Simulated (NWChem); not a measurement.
Molecule: propene (C3H6); SMILES C=CC

```xyz
9

C     -0.1682    -1.2366     0.0000
C      0.4545     0.1271     0.0000
C     -0.2156     1.2925     0.0000
H      0.1500    -1.8246    -0.8881
H      0.1500    -1.8246     0.8881
H     -1.2754    -1.1849     0.0000
H      1.5604     0.1549     0.0000
H     -1.3186     1.3211     0.0000
H      0.3098     2.2601     0.0000
```
Atoms are numbered in this order, from 1.

All runs: NWChem. Pople sets run with spherical d functions. All runs use the structure optimised with PBE-D3(BJ)/def2-SVP.

Taking Hartree-Fock/6-311++G** as the yardstick, which of these has the fewest basis functions while keeping “highest occupied level (eV)” within 0.2 eV of it: Hartree-Fock/STO-3G; Hartree-Fock/6-31G*; Hartree-Fock/3-21G; Hartree-Fock/6-311G**; Hartree-Fock/6-31+G*?

Hartree-Fock/3-21G.
```json
[
 {"level": "Hartree-Fock/STO-3G", "basis functions": "21", "highest occupied level (eV)": "-8.21"},
 {"level": "Hartree-Fock/3-21G", "basis functions": "39", "highest occupied level (eV)": "-9.66"},
 {"level": "Hartree-Fock/6-31G*", "basis functions": "54", "highest occupied level (eV)": "-9.57"},
 {"level": "Hartree-Fock/6-31+G*", "basis functions": "66", "highest occupied level (eV)": "-9.69"},
 {"level": "Hartree-Fock/6-311G**", "basis functions": "90", "highest occupied level (eV)": "-9.67"},
 {"level": "Hartree-Fock/6-311++G**", "basis functions": "108", "highest occupied level (eV)": "-9.71"}
]
```

The yardstick is one finite set, not the basis-set limit.
